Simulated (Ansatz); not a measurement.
Reaction: C2H4Cl2 (1,1-dichloroethane, SMILES CC(Cl)Cl) → C2H4Cl (SMILES C[CH]Cl, doublet) + Cl (doublet) (the C-Cl bond breaks)
Each species at its own B3LYP-D3(BJ)/def2-TZVP minimum (Ansatz, a first-principles code).

Total energies in hartree (Ansatz). Radicals and triplets start from unrestricted determinants; spin-orbit coupling is neglected. Cores are frozen in correlated methods. No relativity.

```tsv
species	HF/cc-pV(T+d)Z	CCSD(T)/cc-pV(T+d)Z	HF/cc-pV(Q+d)Z	CCSD(T)/cc-pV(Q+d)Z	CCSD(T)/cc-pV(D+d)Z	CCSDT(Q)/cc-pV(D+d)Z
1: C2H4Cl2 (SMILES CC(Cl)Cl)	-997.13225	-997.94522	-997.14459	-998.01635	-997.71115	-997.71329
2: C2H4Cl (SMILES C[CH]Cl, doublet)	-537.57109	-538.14570	-537.57990	-538.19233	-537.98845	-537.99019
3: Cl (doublet)	-459.48556	-459.67356	-459.48916	-459.69449	-459.60403	-459.60445
```

Q: Work out the bond dissociation energy (electronic) in kcal/mol: take Hartree-Fock from cc-pV(Q+d)Z, extrapolate the CCSD(T) correlation energy as X^-3 (X = 3, 4), and add CCSDT(Q) - CCSD(T) in cc-pV(D+d)Z. 1 hartree = 627.51 kcal/mol.

A: 
Species 1: correlation (64·(-0.87176) - 27·(-0.81297))/37 = -0.91466; step -0.00214; E1 = -997.14459 + (-0.91466) + (-0.00214) = -998.06139
Species 2: correlation (64·(-0.61243) - 27·(-0.57461))/37 = -0.64003; step -0.00174; E2 = -537.57990 + (-0.64003) + (-0.00174) = -538.22167
Species 3: correlation (64·(-0.20533) - 27·(-0.18800))/37 = -0.21798; step -0.00042; E3 = -459.48916 + (-0.21798) + (-0.00042) = -459.70756
-1·E1 +1·E2 +1·E3 = 0.13216 hartree = 82.9 kcal/mol.
